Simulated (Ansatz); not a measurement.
Results of LDA (PAW; Ansatz, an electronic-structure program) for bcc Nb.

Settings: plane-wave cutoff 500 eV, 30×30×30 k mesh, Fermi–Dirac smearing 0.1 eV, no spin polarisation, scalar-relativistic PAW data made under PBE.

Computed at the level's own relaxed cell.

Question: What does this level give for the volume per atom and equilibrium lattice constant a?

Answer: 
volume per atom: 17.14 Å³/atom
equilibrium lattice constant a: 3.249 Å

Measured, for comparison: equilibrium volume per atom 17.87 Å³/atom, lattice constant a 3.294 Å (static lattice: zero-point anharmonic expansion removed; as tabulated in Mejia-Rodriguez and Trickey (2018), arXiv:1807.09216). Computed (rounded) less measured: equilibrium volume per atom -4.1 %, lattice constant a -1.4 %.

The computed numbers hold no vibrational or temperature effects.

It cost very roughly 60 core-seconds of CPU time.
